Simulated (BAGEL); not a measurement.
# BHO2 (oxoborinic acid): HF/3-21G (density fitting with qzvpp-jkfit)

Aim: the vertical ionisation energy of BHO2 (oxoborinic acid) at HF/3-21G (density fitting with qzvpp-jkfit), from 2 runs. 

Program for the calculation: BAGEL 1.2.2.

1 further run of the same task is left out (set aside as unsound or not needed). Runs told in other sessions of the task aren't counted.

### 1 The structure to begin with

The species is BHO2 (4 atoms), meant as a singlet with charge 0. As SMILES, `O=BO`. Geometry: relaxed at PBE0-D4/def2-TZVP.

Bond lengths: O1–B2 1.210 Å, B2–O3 1.322 Å, O3–H4 0.960 Å. Angles: O1–B2–O3 177.5°, B2–O3–H4 117.0°.

### 2 The energy at HF/3-21G (density fitting with qzvpp-jkfit)

Input file job.json:

```json
{ "bagel": [

{
  "title": "molecule",
  "basis": "3-21g",
  "df_basis": "qzvpp-jkfit",
  "angstrom": true,
  "geometry": [
    { "atom": "O", "xyz": [      -1.555100,       0.523500,       0.428500 ] },
    { "atom": "B", "xyz": [      -0.423900,       0.132000,       0.248600 ] },
    { "atom": "O", "xyz": [       0.816700,      -0.302000,       0.108600 ] },
    { "atom": "H", "xyz": [       1.162300,      -0.353500,      -0.785700 ] }
  ]
},

{
  "title": "hf"
},

{
  "title": "print",
  "file": "orbitals.molden",
  "orbitals": true
}

]}
```

The run is started by

```sh
$ BAGEL_NUM_THREADS=1 BAGEL job.json > job.out
```

Output:

```text
* using 1 threads per process

  ===============================================================
  ===============================================================

  *** Geometry ***

  { "atom" : "O", "xyz" : [     -2.938713,      0.989272,      0.809748 ] },
  { "atom" : "B", "xyz" : [     -0.801055,      0.249444,      0.469786 ] },
  { "atom" : "O", "xyz" : [      1.543339,     -0.570697,      0.205224 ] },
  { "atom" : "H", "xyz" : [      2.196429,     -0.668018,     -1.484758 ] },

  Number of auxiliary basis functions:      247

  Since a DF basis is specified, we compute 2- and 3-index integrals:
    o Being stored without compression. Storage requirement is 0.002 GB

  Number of basis functions:       29
  Number of electrons      :       22

    * METHOD: MOLECULE                             0.04

  *** RHF ***

  === Nuclear Repulsion ===
    54.0055765754

      * DIIS with orbital gradients will be used.

  === RHF iteration (3-21g) ===
      0       -173.90783026          0.05626110           0.00
      1       -174.00376593          0.04456830           0.00
      2       -174.10266106          0.00453109           0.00
      3       -174.10410400          0.00196555           0.00
      4       -174.10444963          0.00038664           0.00
      5       -174.10448040          0.00008261           0.00
      6       -174.10448187          0.00002424           0.00
      7       -174.10448201          0.00000974           0.00
      8       -174.10448203          0.00000478           0.00
      9       -174.10448203          0.00000138           0.00
     10       -174.10448203          0.00000051           0.00
     11       -174.10448203          0.00000017           0.00
     12       -174.10448203          0.00000005           0.00
     13       -174.10448203          0.00000001           0.00
     14       -174.10448203          0.00000001           0.00
    * SCF iteration converged.

    * Permanent dipole moment:
           (   -1.202472,     0.351467,     0.988609) a.u.

    * METHOD: HF                                   0.10

    * METHOD: PRINT                                0.00

  ===============================================================
```

Wall time 0.26 s (1 thread of Arm Neoverse V1, shared host).

### 3 The doublet cation, same level

Input file input.json:

```json
{ "bagel": [

{
  "title": "molecule",
  "basis": "3-21g",
  "df_basis": "qzvpp-jkfit",
  "angstrom": "true",
  "geometry": [
    { "atom": "O", "xyz": [   -1.555100,    0.523500,    0.428500 ] },
    { "atom": "B", "xyz": [   -0.423900,    0.132000,    0.248600 ] },
    { "atom": "O", "xyz": [    0.816700,   -0.302000,    0.108600 ] },
    { "atom": "H", "xyz": [    1.162300,   -0.353500,   -0.785700 ] }
  ]
},
{
  "title": "uhf",
  "charge": 1,
  "nopen": 1
},
{
  "title": "print",
  "file": "orbitals.molden",
  "orbitals": "true"
}

]}
```

The run is started by

```sh
$ BAGEL_NUM_THREADS=1 BAGEL input.json > input.out
```

Output:

```text
* using 1 threads per process

  ===============================================================
  ===============================================================

  *** Geometry ***

  { "atom" : "O", "xyz" : [     -2.938713,      0.989272,      0.809748 ] },
  { "atom" : "B", "xyz" : [     -0.801055,      0.249444,      0.469786 ] },
  { "atom" : "O", "xyz" : [      1.543339,     -0.570697,      0.205224 ] },
  { "atom" : "H", "xyz" : [      2.196429,     -0.668018,     -1.484758 ] },

  Number of auxiliary basis functions:      247

  Since a DF basis is specified, we compute 2- and 3-index integrals:
    o Being stored without compression. Storage requirement is 0.002 GB

  Number of basis functions:       29
  Number of electrons      :       22

    * METHOD: MOLECULE                             0.04

  *** Open-shell HF ***

  === Nuclear Repulsion ===
    54.0055765754

      * DIIS with orbital gradients will be used.

  === UHF iteration (3-21g) ===
      0       -173.55264330          0.07072641           0.01
      1       -173.65647093          0.05019230           0.01
      2       -173.68834440          0.03005246           0.01
      3       -173.70469828          0.00595012           0.01
      4       -173.70715995          0.00317843           0.01
      5       -173.70901097          0.00192799           0.01
      6       -173.70999002          0.00098561           0.01
      7       -173.71042296          0.00026000           0.01
      8       -173.71049751          0.00018194           0.01
      9       -173.71054097          0.00007229           0.01
     10       -173.71055450          0.00003420           0.01
     11       -173.71055519          0.00001259           0.01
     12       -173.71055569          0.00000489           0.01
     13       -173.71055575          0.00000194           0.01
     14       -173.71055577          0.00000103           0.01
     15       -173.71055577          0.00000051           0.01
     16       -173.71055577          0.00000027           0.01
     17       -173.71055577          0.00000012           0.01
     18       -173.71055577          0.00000005           0.01
     19       -173.71055577          0.00000001           0.01
    * SCF iteration converged.

    * S^2 (UHF) is 0.7651

    * Permanent dipole moment:
           (   -0.350908,     0.053165,     0.897420) a.u.

    * METHOD: UHF                                  0.19

    * METHOD: PRINT                                0.00

  ===============================================================
```

Wall time 0.37 s (1 thread of Arm Neoverse V1, shared host).

### 4 What came out

At HF/3-21G (density fitting with qzvpp-jkfit):

| quantity | value |
| --- | --- |
| singlet BHO2: total energy | -174.10448 Eh |
| singlet BHO2: dipole moment | 4.06 D |
| singlet BHO2: HOMO energy | -12.95 eV |
| singlet BHO2: LUMO energy | 4.88 eV |
| singlet BHO2: HOMO–LUMO gap | 17.82 eV |
| doublet cation: total energy | -173.71056 Eh |
| doublet cation: ⟨S²⟩ | 0.765 |
| vertical ionisation energy (to the doublet cation) | 10.719 eV |

In words: Removing an electron at fixed nuclei costs 10.72 eV (247 kcal/mol). The negative HOMO energy of the first species, 12.95 eV, lies 2.23 eV above that difference.
